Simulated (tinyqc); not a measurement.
RHF in the sto-3g basis, for BH3, spin multiplicity 1, step by step. One step of it, computed by the program tinyqc.

Question. Iteration 2: DIIS coefficients. Solve [B -1; -1 0][c; lambda] = [0; -1] for the coefficients, which sum to one.

B (overlaps of the stored error matrices):
```
               1              2
1  1.3106630e+00  1.0431928e-01
2  1.0431928e-01  1.7200737e-01
```

Give: DIIS coefficients.

Answer.

DIIS coefficients: 0.0531  0.9469
